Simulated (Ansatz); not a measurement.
Two members of one family (Series AlH2X), computed with Ansatz in the gas phase. Binding counts from free atoms in the multiplicity of their measured ground term, without zero-point energy. The structures are stationary points that may keep the symmetry of their start.

First: AlH2(OMe) (singlet, charge 0, r2SCAN-D4/def2-TZVP geometry).

Cartesian coordinates in Å:
```
Al -1.033 -0.365 -1.283
H -0.736 -1.656 -2.146
H -2.256 0.598 -1.565
O -0.013 -0.001 -0.028
C 0.831 0.293 1.035
H 0.282 0.784 1.845
H 1.634 0.965 0.711
H 1.291 -0.619 1.432
```

| level | HOMO (eV) | LUMO (eV) | gap (eV) | binding per atom (eV) |
| --- | --- | --- | --- | --- |
| LDA (SPW92)/def2-TZVP | -6.29 | -1.81 | 4.48 | 3.92 |
| PBE-D4/def2-SVP | -6.08 | -1.47 | 4.62 | 3.52 |
| B97M-V/def2-TZVP | -6.66 | -1.53 | 5.13 | 3.51 |
| PBE0-D4/def2-SVP | -7.53 | -0.69 | 6.84 | 3.47 |
| PBE0-D4/def2-TZVP | -7.63 | -0.85 | 6.79 | 3.45 |

Second: AlH2(SMe) (singlet, charge 0, r2SCAN-D4/def2-TZVP geometry).

```xyz
8

Al   -0.521   -0.261   -1.646
H    -1.786    0.547   -1.136
H    -0.336   -0.821   -3.111
S     1.085   -0.624   -0.234
C     0.472    0.174    1.299
H    -0.498    0.644    1.145
H     1.195    0.927    1.608
H     0.389   -0.586    2.075
```

Question: What does the change do? Estimate second minus first.

Answer: 
```tsv
level	Δ HOMO (eV)	Δ LUMO (eV)	Δ gap (eV)	Δ binding per atom (eV)
LDA (SPW92)/def2-TZVP	0.08	-0.42	-0.50	-0.28
PBE-D4/def2-SVP	0.05	-0.47	-0.52	-0.24
B97M-V/def2-TZVP	0.23	-0.36	-0.59	-0.20
PBE0-D4/def2-SVP	0.35	-0.52	-0.87	-0.22
PBE0-D4/def2-TZVP	0.41	-0.43	-0.83	-0.20
```
